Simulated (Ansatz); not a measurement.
C3H3FO (`C#COCF`), 8 atoms. Charge 0, multiplicity 1. All runs use 2 threads of an Arm Neoverse V2 on a shared host. Correlated methods freeze the cores.

(1) How many basis functions does each run have, and how long does it take in Ansatz? RKS PBE0-D4/def2-SVP energy; RKS PBE0-D4/def2-TZVP frequencies; RKS PBE-QIDH (frozen core)/def2-TZVPP energy; direct RPA on PBE orbitals/def2-TZVPP energy; RKS PBE0-D4/def2-QZVPP energy; RHF-CCSD(T)/def2-SVP energy; RKS PBE0-D4/def2-TZVPP energy; RKS ωB97M-V/def2-QZVPP energy; RKS ωB97M-V/def2-SVP energy; RKS revPBE-D4/def2-TZVPP energy; RKS PBE0-D4/def2-TZVP relaxation (8 steps); RHF-CCSD(T)/def2-TZVPP energy. (An estimate is asked.)

Results:

(1) Ansatz gave: Other jobs shared the machine, so times are rough.

```tsv
level	job	functions	wall time	peak host memory (GiB)
RKS PBE0-D4/def2-SVP	energy	85	1 s	0.4
RKS revPBE-D4/def2-TZVPP	energy	197	1.9 s	0.19
RKS PBE0-D4/def2-TZVPP	energy	197	2.8 s	0.37
RKS ωB97M-V/def2-SVP	energy	85	3.8 s	0.4
RHF-CCSD(T)/def2-SVP	energy	85	4.3 s	0.4
RKS PBE-QIDH (frozen core)/def2-TZVPP	energy	197	5.5 s	0.4
direct RPA on PBE orbitals/def2-TZVPP	energy	197	6 s	0.4
RKS PBE0-D4/def2-QZVPP	energy	375	6.5 s	0.85
RKS ωB97M-V/def2-QZVPP	energy	375	16 s	1
RKS PBE0-D4/def2-TZVP	relaxation (8 steps)	173	28 s	0.34
RHF-CCSD(T)/def2-TZVPP	energy	197	100 s	2.6
RKS PBE0-D4/def2-TZVP	frequencies	173	110 s	0.4
```
